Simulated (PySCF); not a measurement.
Gas-phase reaction: BF3.H2O + BF2OH → BHF2 + 2 OH + BF3

Method: PySCF energies (xtb for GFN2) plus ideal-gas RRHO corrections (1 bar). † marks an energy on the PBE0/def2-TZVP geometry and frequencies; other levels use their own. MP2 freezes the core. 6-31G* has spherical d functions here. Open shells (unrestricted): OH (multiplicity 2); the rest are closed-shell singlets. GFN2 has no spin-polarisation term. Spin-orbit splitting is ignored; it lowers the true energy and changes the entropy of OH. B3LYP is the form with VWN-RPA correlation. Adducts (BF3.H2O) have no counterpoise correction, and HF, PBE, BLYP, B3LYP and PBE0 lack dispersion. BF3.H2O, BF2OH: computed as isolated molecules; such fragments, hydroxides, amides, oligomers or adducts are transient or little studied in the gas. MP2 isn't extrapolated to the basis-set limit.

```json
[
 {"level": "B3LYP/6-31G*", "ΔH°(298 K), kJ": "(withheld)"},
 {"level": "B3LYP/def2-TZVP†", "ΔH°(298 K), kJ": "(withheld)"},
 {"level": "GFN2-xTB", "ΔH°(298 K), kJ": "(withheld)"},
 {"level": "MP2/def2-SVP†", "ΔH°(298 K), kJ": "740"},
 {"level": "MP2/def2-TZVPP†", "ΔH°(298 K), kJ": "(withheld)"},
 {"level": "PBE0/def2-QZVP†", "ΔH°(298 K), kJ": "686"},
 {"level": "PBE0/def2-SVP†", "ΔH°(298 K), kJ": "729"},
 {"level": "r2SCAN/def2-TZVP†", "ΔH°(298 K), kJ": "690"},
 {"level": "LDA/def2-TZVP†", "ΔH°(298 K), kJ": "871"}
]
```

Question: Complete the blanks.

Answer: 
- B3LYP/6-31G*, ΔH°(298 K), kJ: 667
- B3LYP/def2-TZVP†, ΔH°(298 K), kJ: 662
- GFN2-xTB, ΔH°(298 K), kJ: 896
- MP2/def2-TZVPP†, ΔH°(298 K), kJ: 741
